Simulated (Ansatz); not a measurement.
Relaxation of AlFH₃Si (6 atoms, charge 0, multiplicity 2), to a largest force component of 0.02 eV/Å in at most 50 steps.

Theory: Ansatz 0.2.0, UKS r2SCAN/def2-SVP.

```xyz
6
Properties=species:S:1:pos:R:3:forces:R:3
F -1.700 -1.299 -0.777 -0.32 0.49 -0.35
Si -0.146 -1.197 -0.258 -0.48 -0.88 -0.34
Al 0.499 1.070 0.159 0.08 0.61 0.21
H -0.178 -2.427 0.564 0.62 -0.13 0.56
H 1.456 1.691 -0.907 0.34 0.00 -0.37
H 0.069 2.162 1.219 -0.24 -0.09 0.30
```

Q: Where does it end, and by what steps?

A: The forces met the threshold. The force dipped under the threshold on the way, but the program's further checks kept it going. After 13 steps the energy has fallen by 0.541 eV; H4 moved furthest, 1.05 Å.

```csv
step,energy less start (eV),largest force component (eV/Å),accepted
0,0.0000,0.878,yes
1,-0.1903,0.508,yes
2,-0.2231,0.367,yes
3,-0.2449,0.567,yes
4,-0.3092,0.232,yes
5,-0.3659,0.356,yes
6,-0.4107,0.562,yes
7,-0.4854,0.275,yes
8,-0.5234,0.549,yes
9,-0.5396,0.045,yes
10,-0.5379,0.136,no
11,-0.5404,0.018,yes
12,-0.5407,0.038,yes
13,-0.5407,0.009,yes
```

```xyz
6
Properties=species:S:1:pos:R:3
F -1.951 -1.378 0.162
Si -0.369 -1.047 -0.077
Al 0.481 1.153 0.068
H 0.310 -2.348 -0.359
H 2.042 1.277 -0.191
H -0.512 2.343 0.397
```

Whether the end is a true minimum wasn't checked by a vibrational analysis.

The run took 28 s on 2 threads of AMD EPYC 9R14 (Zen 4), on a shared host, peak memory 0.21 GiB.
